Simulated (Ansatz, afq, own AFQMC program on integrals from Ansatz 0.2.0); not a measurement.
Br, doublet in cc-pVTZ, levels against CCSDTQ

A free Br atom.

Basis cc-pVTZ. Noble-gas cores (and the filled d shells of Ga–Kr and In–Xe) are frozen. Integrals, coupled cluster, full CI and functionals: Ansatz 0.2.0; the random walks run on the same integrals in our own AFQMC program. The CISD trial takes its coefficients from CCSD amplitudes. Released means that phaseless walkers are propagated on without the constraint, phases kept. Free projection: walkers drawn from exp(T), propagated without any constraint. Its projection time is finite, and what remains of the start isn't in its error. ± is one standard error of the sampling. No spin–orbit coupling.

Determinant: UHF, the one that the program's search chose, which needn't be the lowest solution.

No full CI on the walks' own integrals is used here; CCSDTQ serves as the reference and is uncertain by about the last step of the cluster series.

Cautions: no relativity below Rb; no spin-orbit coupling; inner d shell frozen; the released energies have errors that jump between times, so the bars are unsure, so no released level is given (meV from the phaseless value at times in 1/Eh: -2.9 ± 1.5 at 0.24, -132 ± 128 at 0.50, -5.9 ± 1.7 at 1.00, -6.9 ± 1.3 at 1.50), though the last usable value meets CCSDTQ within the noise.

```
T1 diagnostic                               : 0.0064
weight of the determinant in the CISD state : 0.935
⟨S²⟩ of the determinant                     : 0.759
size of the correlated space                : 7 electrons in 29 orbitals
```

```json
{"level": "MP2", "correlation energy (eV)": "-3.6281"}
{"level": "CCSD", "correlation energy (eV)": "-4.1654"}
{"level": "CCSD(T)", "correlation energy (eV)": "-4.2869"}
```

**Question.** Estimate where free-projection AFQMC lies against CCSD(T) on the same integrals.

**Answer.** 1.8 ± 0.2 kJ/mol below CCSD(T).

Reference: CCSDTQ, correlation energy -4.305 eV.

```tsv
level	E − E(reference) (kJ/mol)	share of correlation (%)
CCSD(T)	1.7	99.58
CCSDT	0.3	99.93
CCSDT(Q)	0.0	100.00
ph-AFQMC/HF	8.6 ± 1.2	97.94
ph-AFQMC/CISD	0.7 ± 0.2	99.84
free AFQMC	0.0 ± 0.2	100.01
```

CCSDT and higher add their correlation energy to the determinant of the CCSD(T) run, since their own runs factorise the integrals more tightly (a shift of under 2 meV). Free projections are given only where their last times agree within the noise and don't stop above the reference; a slow remainder of the start can still hide under it. A walk keeps the symmetry of its determinant, which the program's search chose and which needn't be the lowest solution, so a lower state of the same spin and another symmetry isn't excluded.
